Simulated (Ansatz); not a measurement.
Reaction (SMILES): C=CCl + 3 [H][H] (H2) → 2 C (CH4) + Cl (HCl)
B3LYP-D3(BJ)/def2-TZVP geometries, fixed; electronic energies without zero-point terms.
Largest species:
```xyz
6

C      0.0112     0.7589    -0.0124
C      1.3049     1.0233     0.0034
Cl    -0.6370    -0.8532     0.0042
H     -0.7591     1.5163    -0.0370
H      2.0529     0.2431     0.0280
H      1.6388     2.0524    -0.0084
```

Core correlation in the energy of full hydrogenation at CCSD(T) with Ansatz (a first-principles code), in kcal/mol: frozen core against 1s of Al to Cl frozen alone. Core-valence sets carry the plain set on hydrogen. Costs are rough ratios of core time on shared machines of one kind.

```
basis        functions, most  frozen core
-----------  ---------------  -----------
cc-pV(D+d)Z               66       -77.37
cc-pCVDZ                  78       -77.42
cc-pV(T+d)Z              141       -76.89
cc-pCVTZ                 187       -76.63
cc-pwCVTZ                187       -76.60
cc-pV(Q+d)Z              264       -76.28
```

How large is the core term in each set?

The largest core-valence set, cc-pwCVTZ, gives a core term of -0.14 kcal/mol; the valence set cc-pV(Q+d)Z, which lacks functions for the core, gives -1.13. By row: cc-pV(D+d)Z -0.51, cc-pCVDZ -0.31, cc-pV(T+d)Z -1.21, cc-pCVTZ -0.14, cc-pwCVTZ -0.14, cc-pV(Q+d)Z -1.13.
